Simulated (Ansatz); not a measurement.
# BH− (quartet): from Hartree-Fock to the top rungs at distance B1–H2 = 0.977 Å, aug-cc-pVDZ

Aim: climb from Hartree-Fock through coupled cluster and multireference methods for BH− (quartet) at one geometry and basis, and see what each rung misses.

Method: aug-cc-pVDZ, core rule «outside noble gas», up to 1 orbitals frozen; program: Ansatz 0.2.0, Gaussian basis.

Plan: UHF; CCSD(T) on ROHF; CCSD(T) on UHF; BCCD(T) on ROHF; CISD; CCSDT(Q) on ROHF; CCSDT(Q) on UHF; CASSCF and MRCISD+Q, 5 electrons in 5 orbitals; CASSCF and MRCISD+Q(relaxed), 5 electrons in 5 orbitals; CASSCF and NEVPT2, 5 electrons in 5 orbitals; Full CI.

17 further runs of the same task are left out: 11 that didn't finish, 6 set aside as unsound or not needed.

## 1. The system

The geometry derives from a PBE0/def2-TZVPD stationary point (not a proven minimum). One bond is set to the value named and the two fragments are kept rigid.

2 atoms, charge -1, spin multiplicity 4.

Atoms are counted from 1 here; the program's logs count them from 0.

Bond lengths: B1–H2 0.977 Å.

## 2. UHF

in.yaml

```yaml
crystal:
  periodic: [false, false, false]
  atoms:
    - {symbol: B, position_ang: [0.000000, 0.000000, 0.000000]}
    - {symbol: H, position_ang: [0.000000, 0.000000, 0.977000]}
basis:
  gaussian: {orbitals: aug-cc-pVDZ}
total_charge: -1
magnetization: {spin_polarized: true, initial_magnetization: 3}
hamiltonian: {xc: hf}
output: {orbitals: {seedname: orbitals}}
```

Launch:

```console
ansatz run in.yaml --threads 1 --pin off --events-out ev --progress --plain --max-ram 2393MiB
```

Further steps of the session: CCSD(T) on ROHF; CCSD(T) on UHF; BCCD(T) on ROHF; CISD; CCSDT(Q) on ROHF; CCSDT(Q) on UHF; CASSCF and MRCISD+Q, 5 electrons in 5 orbitals; CASSCF and MRCISD+Q(relaxed), 5 electrons in 5 orbitals; CASSCF and NEVPT2, 5 electrons in 5 orbitals; Full CI.

**Question.** What will the summary of the whole plan be? Wanted: FCI below the RHF energy; RMP2 from FCI; UMP2 from FCI; RCCSD from FCI; RCCSD(T) from FCI; UCCSD(T) from FCI; RCCSDT(Q) from FCI; UCCSDT(Q) from FCI; NEVPT2 valence from FCI.

As calculated:

```
                          quantity                                                                                                           value
          FCI below the RHF energy                                                                                                      -2.0589 eV
                     RMP2 from FCI                                                                                                      +489.8 meV
                     UMP2 from FCI                                                                                                      +489.1 meV
                    RCCSD from FCI                                                                                                       +64.9 meV
                 RCCSD(T) from FCI                                                                                                       +17.2 meV
                 UCCSD(T) from FCI                                                                                                       +17.0 meV
                RCCSDT(Q) from FCI                                                                                                        +0.2 meV
                UCCSDT(Q) from FCI                                                                                                        -0.3 meV
           NEVPT2 valence from FCI                                                                                                      +610.8 meV
         MRCISD+Q valence from FCI                                                                                                        +7.2 meV
MRCISD+Q(relaxed) valence from FCI                                                                                                        -4.7 meV
 levels within 1 kcal/mol (43 meV)  RCCSD(T), UCCSD(T), BCCD(T), RCCSDT, UCCSDT, RCCSDT(Q), UCCSDT(Q), MRCISD+Q valence, MRCISD+Q(relaxed) valence
                     T1 diagnostic                                                                                                           0.021
    effectively unpaired electrons                                                                                                            3.01
```

RCCSD(T) misses by +17.2 meV, 0.8 % of the correlation energy. MRCISD+Q(relaxed) valence falls below full CI: the +Q correction isn't variational, and the cores differ from full CI's. One determinant dominates. Of the multireference levels listed MRCISD+Q(relaxed) valence comes nearest in total energy (-4.7 meV), which doesn't show that its space is the better one. These misses are within one basis, not against nature; the frozen cores of restricted and unrestricted runs differ, which can shift their rows.
